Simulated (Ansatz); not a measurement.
```yaml
crystal:
  periodic: [false, false, false]
  atoms:
    - {symbol: C, position_ang: [-0.173098, -0.308880, -0.332879]}
    - {symbol: O, position_ang: [1.051043, -0.388465, 0.127048]}
    - {symbol: O, position_ang: [-0.876202, 0.699823, 0.119392]}
    - {symbol: H, position_ang: [-0.712663, -1.261667, 0.054772]}
basis:
  gaussian: {orbitals: def2-TZVP}
magnetization: {spin_polarized: true, initial_magnetization: 3}
hamiltonian: {xc: pbe0}
relax: {f_tol: 0.004, max_steps: 80}
```

```sh
$ ansatz run in.yaml --threads 1 --pin off --events-out ev --progress --plain --max-ram 2176MiB
```

Steps of the relaxation (energy above the last step; positions in Å, forces in eV/Å):

```
4
step 1, 50.5 meV
C    -0.173   -0.309   -0.333   -0.734   -1.303   -0.300
O     1.051   -0.388    0.127    1.056    0.058    0.306
O    -0.876    0.700    0.119   -0.497    0.935    0.300
H    -0.713   -1.262    0.055    0.176    0.309   -0.306
```

```
4
step 2, 16.0 meV
C    -0.180   -0.321   -0.319   -0.474   -0.841   -0.184
O     1.065   -0.384    0.124    0.522    0.047    0.183
O    -0.879    0.714    0.117   -0.230    0.472    0.180
H    -0.717   -1.269    0.046    0.182    0.322   -0.179
```

```
4
step 3, 4.8 meV
C    -0.192   -0.343   -0.309    0.207    0.365   -0.156
O     1.075   -0.384    0.124    0.029    0.025    0.007
O    -0.885    0.722    0.116    0.006    0.038    0.007
H    -0.709   -1.255    0.037   -0.243   -0.429    0.141
```

```
4
step 5, 0.0 meV
C    -0.190   -0.338   -0.312   -0.005   -0.009   -0.005
O     1.076   -0.380    0.125   -0.004    0.007    0.003
O    -0.881    0.725    0.117    0.008    0.001    0.003
H    -0.715   -1.267    0.039    0.001    0.001   -0.001
```

```
4
step 7, 0.0 meV
C    -0.190   -0.338   -0.312    0.000    0.000   -0.001
O     1.075   -0.379    0.125    0.000    0.000    0.000
O    -0.881    0.725    0.117    0.000    0.000    0.000
H    -0.716   -1.267    0.039    0.000    0.000    0.000
```

Close pairs at the end: C1–H4 1.123 Å, C1–O3 1.339 Å, C1–O2 1.339 Å.

A stationary point of unrestricted PBE0 after 7 steps, with ⟨S²⟩ = 3.760 against 3.75 for a pure state; no frequencies were run, so it isn't proven a minimum. 38 s on 1 thread of Arm Neoverse V1, shared host.
